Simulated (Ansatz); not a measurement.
Basis-set extrapolation for fluorine (`FF`) (PBE0-D4/def2-TZVP geometry, frozen core, Ansatz 0.2.0). Multiplicity 1, RHF reference.

|  | cc-pV(T+d)Z | cc-pV(Q+d)Z |
| --- | --- | --- |
| HF | -198.756009 | -198.772301 |
| MP2 correlation | -0.518289 | -0.565349 |
| CCSD(T) correlation | -0.539134 | -0.585774 |

Energies in hartree. Use E(X) = E(∞) + A·exp(−5.46·√X) for Hartree–Fock and E(X) = E(∞) + B·X^(−3.05) for correlation, with X = 3 and 4.

What is the CCSD(T) energy at the basis-set limit?

HF limit: -198.772301 + (-0.016292) × 0.30130 = -198.77721. Correlation limit: -0.585774 + (-0.046640) × 0.71189 = -0.61898. Total: -199.39619 hartree, 265.3 kJ/mol below CCSD(T)/cc-pV(T+d)Z.
